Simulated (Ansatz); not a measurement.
Molecule: CH5Si, net charge 0, doublet state. SMILES: C[SiH2]
Structure (B3LYP-D3(BJ)/def2-TZVP (Ansatz, a program for electronic structure) minimum search):
```
C
H 1 1.0909
H 1 1.0909 2 108.23
H 1 1.0938 2 108.08 3 116.82
Si 1 1.8820 2 110.96 3 -121.97
H 5 1.4873 1 111.50 2 -58.56
H 5 1.4873 6 109.34 1 123.76
```
Charge 0, spin multiplicity 2.

Quantity: atomisation energy, in kcal/mol. Terms: open shells spin-unrestricted; valence correlation only; 6-31G* and kin with 6d, 5d where marked; LANL2DZ with its own core potentials from Na on; 6-311+G** with 5d, 6d on Na to Ar in Ansatz; atomisation electronic, to ground-state atoms; spin-orbit terms left out; non-relativistic; dispersion terms only where a functional's name holds one. CBS(X,Y): correlation extrapolated as X^-3; Hartree-Fock from the larger set. The bracket is a focal-point correction in the basis named. Ab initio and DFT rows: single points at B3LYP-D3(BJ) geometries (Ansatz).

Coupled cluster (Ansatz) is a level with limits of its own, used here on species with T1 under 0.025 (0.045 for open shells) and stable references: RI-MP2/CBS(def2-TZVPPD,def2-QZVPPD)+[CCSD(T)-MP2]/def2-TZVPPD.

Value to compare with, RI-MP2/CBS(def2-TZVPPD,def2-QZVPPD)+[CCSD(T)-MP2]/def2-TZVPPD (Ansatz): 531.2 kcal/mol.

```csv
level,program,atomisation energy (kcal/mol),difference
B3LYP/STO-3G,Ansatz,680.8,149.6
B3LYP/3-21G,Ansatz,516.5,-14.7
B3LYP/LANL2DZ,Ansatz,520.5,-10.7
B3LYP/6-31G,Ansatz,508.5,-22.7
B3LYP/6-31G*,Ansatz,526.6,-4.6
B3LYP/6-31+G*,Ansatz,524.8,-6.4
B3LYP/6-31G**,Ansatz,531.0,-0.2
B3LYP/def2-SVP,Ansatz,528.1,-3.1
B3LYP/cc-pVDZ,Ansatz,518.5,-12.7
B3LYP/6-311+G**,Ansatz,525.6,-5.6
B3LYP/def2-TZVPD,Ansatz,529.3,-1.9
```

Among the 10 habitual levels, B3LYP/STO-3G lies farthest from RI-MP2/CBS(def2-TZVPPD,def2-QZVPPD)+[CCSD(T)-MP2]/def2-TZVPPD (Ansatz) (149.6 kcal/mol) and B3LYP/6-31G** nearest (-0.2); 1 of 10 lie above it, and their mean absolute difference is 23.0 kcal/mol, the median 8.6. One case shows no general order.

The sets are all those run for this method; runs whose electronic state is in doubt are left out.
